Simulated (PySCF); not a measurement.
A GIAO shielding run with PySCF (density fitting, non-relativistic, gas phase) on `C=P(C)(C)C`, C4H11P:

```
$ OMP_NUM_THREADS=2 python probes_run.py task.json out

{"job": {"kind": "nmr", "xc": "KT3", "basis": "pcSseg-2", "pop": false}, "charge": 0, "multiplicity": 1}
C      0.241503     1.525661     1.163920
P      0.039168     0.214882     0.160761
C      1.410667    -0.460805    -0.860326
C     -1.227618     0.539745    -1.088049
C     -0.480114    -1.243318     1.095359
H      0.762989     1.376975     2.101465
H      0.298786     2.511261     0.717967
H      1.117821    -1.325742    -1.461530
H      2.228274    -0.744925    -0.194656
H      1.774623     0.330573    -1.518640
H     -0.943891     1.431711    -1.649828
H     -2.178203     0.730387    -0.590935
H     -1.326494    -0.296981    -1.781929
H     -0.574204    -2.116309     0.447432
H      0.268016    -1.452970     1.862176
H     -1.430826    -1.034863     1.585053
```

Hardware: 2 threads of an Intel Xeon, shared host.

(1) How large is the calculation?

(2) How long does it take, and how much memory does it need?

Answers

(1) 50 electrons, 341 basis functions and 905 auxiliary functions.

(2) 85 s of wall time, with 15 SCF cycles; peak memory 1.8 GiB. Times on a shared host scatter by some tens of per cent.
